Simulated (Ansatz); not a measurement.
# Other spins and charges of H2B–O, doublet at one geometry

Geometry (PBE0/def2-TZVP stationary point for this spin, not checked as a minimum):

```xyz
4

B     0.0000    0.0000    0.6689
O     0.0000    0.0000   -0.6123
H     0.0000    1.0503    1.2721
H     0.0000   -1.0503    1.2721
```

Basis cc-pVTZ; Ansatz 0.2.0. Only valence electrons are correlated (noble-gas cores frozen). R marks a restricted (for open shells ROHF) determinant, U an unrestricted one. Active spaces: valence = (11e, 10o) chosen from the atoms' valence shells.

Gaps are energies of the second state less the first, at fixed atoms, for a selection of the levels run; each method lands on the state that its own search finds for that charge and spin.

Removing an electron, to the triplet: 13.354 eV at UCCSDT(Q).

Large singles or doubles amplitudes warn of static correlation in the H2B–O⁺ triplet.

```tsv
level	gap (eV)	error (meV)
RHF	12.275	-1079
UHF	12.076	-1278
RMP2	13.485	131
UMP2	13.410	56
RCCSD	13.268	-86
UCCSD	13.260	-94
RCCSD(T)	13.345	-9
UCCSD(T)	13.343	-11
BCCD(T)	13.346	-8
RCCSDT	13.348	-6
UCCSDT	13.347	-7
RCCSDT(Q)	13.352	-2
CASSCF (valence space)	12.429	-925
NEVPT2 (valence space)	13.152	-202
MRCISD (valence space)	13.236	-118
MRCISD+Q (valence space)	13.332	-22
PBE	13.325	-29
wB97M-V	13.229	-125
B2PLYP	13.258	-96
RPA-PBE	13.366	12
```

Question: PBE gives 6.670 eV for quartet less doublet. Estimate what UCCSDT(Q) gives in cc-pVTZ.

Answer: UCCSDT(Q) in cc-pVTZ gives 6.957 eV, so against it PBE is off by -0.287 eV, of which a good part can be the reference's own basis and frozen-core error.

| level | gap (eV) | error (meV) |
| --- | --- | --- |
| RHF | 6.716 | -241 |
| UHF | 6.470 | -487 |
| RMP2 | 6.864 | -93 |
| UMP2 | 6.950 | -7 |
| RCCSD* | 6.927 | -30 |
| UCCSD | 6.918 | -39 |
| RCCSD(T)* | 6.947 | -10 |
| UCCSD(T) | 6.946 | -11 |
| BCCD(T)* | 6.953 | -4 |
| RCCSDT* | 6.955 | -2 |
| UCCSDT | 6.952 | -5 |
| RCCSDT(Q)* | 6.956 | -1 |
| CASSCF (valence space) | 7.265 | 308 |
| NEVPT2 (valence space) | 6.974 | 17 |
| MRCISD (valence space) | 7.036 | 79 |
| MRCISD+Q (valence space) | 6.972 | 15 |
| r2SCAN | 6.507 | -450 |
| PBE0 | 6.584 | -373 |
| B3LYP | 6.767 | -190 |
| wB97M-V | 6.885 | -72 |
| B2PLYP | 6.859 | -98 |
| RPA-PBE | 6.712 | -245 |

An asterisk marks runs whose energy the program itself flagged as in doubt.

Full CI isn't at hand for all of this; UCCSDT(Q) serves as the reference, and is uncertain by the last step of the cluster series or more. The frozen core follows each run's orbitals, which can shift R against U totals by a few meV.
